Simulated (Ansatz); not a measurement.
# BH3O (triplet): wave-function methods side by side at distance B1–H4 along a hydrogen transfer = 1.526 Å, cc-pVDZ

An exercise on one series of results from a longer session: the logs are not shown, and one member is left open.

The runs use Ansatz 0.2.0, Gaussian basis; cc-pVDZ, core rule «outside noble gas», up to 2 orbitals frozen.

Plan: UHF; CCSD(T) on ROHF; CCSD(T) on UHF; BCCD(T) on ROHF; CISD; CCSDT(Q) on ROHF; CCSDT(Q) on UHF; CASSCF and MRCISD+Q, 4 electrons in 4 orbitals; CASSCF and NEVPT2, 4 electrons in 4 orbitals.

17 further runs of the same task are left out: 9 for a known fault of the program, 2 for a mislabelled method, 5 that didn't finish, 1 set aside as unsound or not needed.

## The system

The geometry derives from fragments relaxed apart (PBE0/def2-TZVP) and kept rigid, so it is no stationary point. A hydrogen atom is moved between rigid fragments.

5 atoms, charge 0, spin multiplicity 3.

Atoms are counted from 1 here; the program's logs count them from 0.

Bond lengths: B1–H2 1.193 Å, B1–H3 1.193 Å, H4–O5 0.990 Å. Angles: H2–B1–H3 120.0°.

Geometry (Å):

```xyz
5

B    -1.3605    0.0000    0.0000
H    -1.9572    1.0336    0.0000
H    -1.9572   -1.0336    0.0000
H     0.1655    0.0000    0.0000
O     1.1555    0.0000    0.0000
```

Set-up of the first run:

Contents of in.yaml:

```yaml
crystal:
  periodic: [false, false, false]
  atoms:
    - {symbol: B, position_ang: [-1.360507, 0.000000, 0.000000]}
    - {symbol: H, position_ang: [-1.957240, 1.033571, 0.000000]}
    - {symbol: H, position_ang: [-1.957240, -1.033571, 0.000000]}
    - {symbol: H, position_ang: [0.165493, 0.000000, 0.000000]}
    - {symbol: O, position_ang: [1.155493, 0.000000, 0.000000]}
basis:
  gaussian: {orbitals: cc-pVDZ}
magnetization: {spin_polarized: true, initial_magnetization: 2}
hamiltonian: {xc: hf}
output: {orbitals: {seedname: orbitals}}
```

On the command line:

```
$ ansatz run in.yaml --threads 1 --pin off --events-out ev --progress --plain --max-ram 2393MiB
```

Among the steps run: UHF; CCSD(T) on ROHF; CCSD(T) on UHF; BCCD(T) on ROHF; CISD; CCSDT(Q) on ROHF; CCSDT(Q) on UHF; CASSCF and MRCISD+Q, 4 electrons in 4 orbitals; CASSCF and NEVPT2, 4 electrons in 4 orbitals.

One table of the session follows, with a row left open; its other results are not shown here.

It belongs to the step «Misses and costs». 

| method | from UCCSDT(Q) (meV) |
| --- | --- |
| ROHF | +7437.1 |
| UHF | +7195.4 |
| RMP2 | +1072.9 |
| UMP2 | +1092.6 |
| CISD | +616.3 |
| RCCSD | +145.7 |
| UCCSD | +141.0 |
| RCCSD(T) | +30.3 |
| UCCSD(T) | +29.7 |
| BCCD(T) | +30.3 |
| RCCSDT | +10.1 |
| UCCSDT | +9.0 |
| RCCSDT(Q) | +1.5 |
| UCCSDT(Q) | 0 |
| CASSCF pair | +6787.6 |
| NEVPT2 pair | +1068.2 |
| MRCISD pair | +542.5 |
| MRCISD+Q pair | ? |

Q: Estimate the row for MRCISD+Q pair from the others.

As computed: from UCCSDT(Q) (meV): +50.0. In the column «from UCCSDT(Q) (meV)» it lies between BCCD(T) (+30.3) and UCCSD (+141.0).

Caveats from the session: Restricted and unrestricted rows rest on different reference determinants; where their highest levels disagree by more than a few hundredths of an eV, they describe different states and don't form one ladder.
